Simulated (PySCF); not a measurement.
```xyz
4
charge 0 multiplicity 3, angstrom
B     0.8303    0.0000   -0.0241
B    -0.8303    0.0000   -0.0241
H     0.0000    1.0071    0.2587
H     0.0000   -1.0071    0.2587
```

All numbers come from UPBE0 in PySCF with B def2-TZVP, H def2-TZVP; no relativity; density-fitted integrals.

This geometry of B2H2 is a stationary point at this level.

Problem. What is the point group?

Solution. C2v.

Problem. Is it a minimum?

Solution. No: it has 1 imaginary mode, at 1058i cm⁻¹ (b1).

Problem. Which band is strongest in the infrared?

Solution. 2102 cm⁻¹ (b2), 10 km/mol.

Problem. What are the dipole moment and the gap between the highest occupied and lowest empty levels of either spin?

Solution. 0.09 D and 2.93 eV.

Problem. Give the atomic charges and bond orders.

Solution. 
```tsv
atom	Mulliken	Löwdin	polar tensor	spin (Mulliken)	Mayer order to B1
B1	-0.20	-0.24	-0.28	1.02	–
B2	-0.20	-0.24	-0.28	1.02	1.34
H3,4	0.20	0.24	0.28	-0.02	0.47
```
Other Mayer orders above 0.3: B–H 0.47 (×2).

Only a few start shapes were tried, so a lower isomer may exist. At this level a triplet minimum of C2v symmetry lies 174 kJ/mol below this structure.
